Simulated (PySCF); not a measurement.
Molecule: 3,4-dihydro-2H-pyran (C1=COCCC1, C5H8O).

Bonds (- single, = double, # triple, : aromatic): C1=C2, C2-O3, O3-C4, C4-C5, C5-C6, C6-C1. C1 carries H7; C2 carries H8; C4 carries H9, H10; C5 carries H11, H12; C6 carries H13, H14.

Frames of a GFN2-xTB Langevin trajectory at 400 K; GIAO PBE0/pcSseg-1 shieldings in PySCF 2.14.0 with density-fitted response routines, gas phase, non-relativistic; equivalent atoms averaged within each frame.

References, each an isolated molecule treated in the same way: $^{13}$C (186.93 ppm), $^{1}$H (31.72 ppm) against TMS; $^{17}$O (336.08 ppm) against H2O. The references are static minima.

Problem. How do the shifts (ppm) fluctuate along the trajectory?

Solution. 
```csv
time (fs),C2,C1,C4,C6,C5,O3,H8,H9/H10,H7,H13/H14
optimised geometry,152.3,104.3,68.1,24.2,25.7,113.6,6.55,4.12,4.83,2.10
250,157.8,102.9,71.5,23.1,20.0,130.2,7.18,4.58,4.02,2.77
425,164.6,107.9,77.4,22.5,31.0,156.1,6.77,4.91,4.68,1.91
625,154.9,112.8,76.9,30.6,30.9,128.8,6.91,5.10,5.60,2.16
800,148.2,101.3,61.2,25.0,20.9,102.5,6.86,4.37,4.68,3.13
1000,157.1,107.8,71.9,26.8,25.1,124.4,7.45,4.48,4.93,1.92
mean of frames,156.5,106.5,71.8,25.6,25.6,128.4,7.03,4.68,4.78,2.38
standard deviation,5.9,4.6,6.5,3.3,5.3,19.1,0.28,0.31,0.57,0.55
```

5 frames give an uncertainty of the mean of about the standard deviation over 2.2 at best, since frames this close in time may not be independent; classical motion lacks zero-point vibration, and the reference would need the same averaging.
